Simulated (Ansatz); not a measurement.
Barrier NH3 (SMILES N) + C2H5 (SMILES [CH2]C) via C2H8N, on the benchmark's geometries as Psi4's copy gives them; open shells unrestricted, no zero-point energy, no spin–orbit coupling.
Transition structure (charge 0, multiplicity 2):
```xyz
11

C     -1.48570    -0.44816    -0.00002
C     -0.50504     0.70174     0.00003
N      1.86516    -0.34017    -0.00006
H     -1.35419    -1.07651    -0.88050
H     -1.35416    -1.07661     0.88038
H     -2.51702    -0.08617     0.00003
H     -0.52222     1.31612    -0.89722
H     -0.52221     1.31603     0.89734
H      0.66505     0.14796    -0.00003
H      2.24664     0.15972    -0.80481
H      2.24644     0.15913     0.80515
```

Cores are frozen in the correlated methods. MP2 and its Hartree–Fock in aug-cc-pVQZ, aug-cc-pVTZ are density fitted.

Programs: Ansatz (Gaussian orbitals). 

The barrier height is − E(H3N) − E(C2H5) + E(TS). Total energies (hartree):

| level | H3N | C2H5 | TS |
|---|---|---|---|
| HF/aug-cc-pVTZ | -56.2204274 | -78.6287116 | -134.8002219 |
| MP2/aug-cc-pVTZ | -56.4604894 | -78.9638377 | -135.3933254 |
| HF/aug-cc-pVQZ | -56.2240773 | -78.6334665 | -134.8083739 |
| MP2/aug-cc-pVQZ | -56.4777091 | -78.9868280 | -135.4326140 |
| MP2/aug-cc-pVDZ | -56.4046815 | -78.8853408 | -135.2606246 |
| CCSD(T)/aug-cc-pVDZ | -56.4251365 | -78.9305754 | -135.3304402 |

Q: Work out the barrier height at the basis-set limit: extrapolate the MP2 correlation part as X⁻³, take Hartree–Fock from the larger set, and add the CCSD(T) − MP2 difference of aug-cc-pVDZ.

A: 
1. Differences (1 hartree = 627.509 kcal/mol): HF/aug-cc-pVTZ 30.696; MP2/aug-cc-pVTZ 19.454; HF/aug-cc-pVQZ 30.855; MP2/aug-cc-pVQZ 20.032; MP2/aug-cc-pVDZ 18.447; CCSD(T)/aug-cc-pVDZ 15.858.
2. Correlation parts, MP2 less HF: -11.242 in aug-cc-pVTZ (X = 3), -10.823 in aug-cc-pVQZ (X = 4).
3. Limit (4³·(-10.823) − 3³·(-11.242))/(4³ − 3³) = -10.516; with HF/aug-cc-pVQZ it gives 20.338.
4. CCSD(T) less MP2 in aug-cc-pVDZ: -2.589.
Result: 17.75 kcal/mol, against 19.45 at MP2/aug-cc-pVTZ. It is an estimate of this method's limit, not of the exact value.

Ansatz is an electronic-structure program.
